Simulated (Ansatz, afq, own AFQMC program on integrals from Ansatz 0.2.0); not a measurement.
## Where AFQMC and coupled cluster stand for SiH₄F, doublet

```yaml
atoms:
  - { symbol: Si, position_ang: [-1.0102, 0.0000, 0.0000] }
  - { symbol: H, position_ang: [-1.5051, 1.3997, 0.0000] }
  - { symbol: H, position_ang: [-1.5051, -0.6999, 1.2122] }
  - { symbol: H, position_ang: [-1.5051, -0.6999, -1.2122] }
  - { symbol: H, position_ang: [0.4744, 0.0000, 0.0000] }
  - { symbol: F, position_ang: [1.7078, 0.0000, 0.0000] }
```

Connectivity, by distances: SiH4 ··· F.

Basis cc-pVTZ. Only valence electrons are correlated. Integrals, coupled cluster, full CI and functionals: Ansatz 0.2.0; the random walks run on the same integrals in our own AFQMC program. ph-AFQMC/CISD is guided by a CISD state made of CCSD amplitudes; releasing the constraint for a short imaginary time cuts its bias at the price of noise, slowly where states lie close. ± is one standard error of the sampling.

Determinant: UHF, the one that the program's search chose, which needn't be the lowest solution. The geometry is a point of a scan.

No full CI on the walks' own integrals is used here. The released AFQMC energy serves as the reference, which it does only where one determinant dominates, the energy is flat over the last release times and near the phaseless one (40 meV or 2 meV an electron, half that with transition metals). On small molecules, where full CI could be run and the noise was under 10 meV, such values lay within 10 meV of it in 19 cases of 20, a flattering rate, since the rule was set on those same cases; what remains of the bias isn't in the error bar.

Cautions: the released value is read at 1.50 1/Eh with a noise of 10 meV, more than in the cases checked (meV from the phaseless value at times in 1/Eh: -13 ± 5 at 0.24, -18 ± 5 at 0.51, -25 ± 9 at 0.99, -24 ± 10 at 1.50).

* T1 diagnostic: 0.0259
* weight of the determinant in the CISD state: 0.860
* ⟨S²⟩ of the determinant: 0.778
* size of the correlated space: 15 electrons in 114 orbitals

```csv
level,correlation energy (eV)
MP2,-10.5040
CCSD,-11.5293
CCSD(T),-11.8387
```

Question: Estimate where phaseless AFQMC with a CISD trial lies against CCSD(T) on the same integrals.

Answer: 15.2 ± 5.2 meV below CCSD(T).

Reference: AFQMC with the constraint released, correlation energy -11.878 ± 0.010 eV.

```csv
level,E − E(reference) (meV),share of correlation (%)
CCSD(T),39.1 ± 10.2,99.67
ph-AFQMC/CISD,24.0 ± 11.5,99.80
```

A walk keeps the symmetry of its determinant, which the program's search chose and which needn't be the lowest solution, so a lower state of the same spin and another symmetry isn't excluded. Released energies are given only where the last usable release times agree within the noise; a slower fall can still hide under it.
